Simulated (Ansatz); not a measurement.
The input, for Ansatz 0.2.0:

```yaml
crystal:
  periodic: [false, false, false]
  atoms:
    - {symbol: N, position_ang: [0.000000, 0.000000, 0.000000]}
    - {symbol: P, position_ang: [0.000000, 0.000000, 1.812000]}
basis:
  gaussian: {orbitals: 6-31G}
magnetization: {spin_polarized: true, initial_magnetization: 0}
hamiltonian: {xc: {name: PBE-QIDH}}
correlation: {electrons: outside_noble_gas}
```

```sh
$ ansatz run in.yaml --threads 1 --pin off --events-out ev --progress --plain --max-ram 2393MiB
```

Log:

```
272 factors; integrals over basis functions are off by at most 1.5e-4 eV
mean field evaluation 1: about -10755.9555 eV, gradient 3.2e1 eV
mean field evaluation 2: about -10755.9958 eV, gradient 3.2e1 eV
mean field evaluation 4: about -10761.1974 eV, gradient 7.9e0 eV
mean field evaluation 8: about -10761.5665 eV, gradient 4.6e-1 eV
mean field evaluation 16: about -10761.5678 eV, gradient 5.9e-5 eV
mean field evaluation 32: about -10763.0766 eV, gradient 1.5e-4 eV
mean field evaluation 64: about -10762.9475 eV, gradient 2.3e0 eV
mean field -10763.07663465 eV, -395.5357708479 hartree, gradient 5.0e-6 eV, S^2 1.442534; 4 other end points of the search recorded, 0 dependent functions left out
6 core orbitals not correlated: weight in the atoms' cores, before any rotation towards them, 1.000 or more for the frozen orbitals, at most 0.000 for the correlated occupied ones
reference -10763.07664147 eV, -395.5357710986 hartree; 5, 5 occupied and 11, 11 virtual orbitals, 272 factors
second order -3.56003615 eV of doubles, -0.00000000 eV of singles
Total energy: -10764.26332019 eV, -395.5793807371 hartree
```

Ran on 1 thread of Arm Neoverse V1, shared host: 2.3 s wall, 0.16 GiB peak host memory.
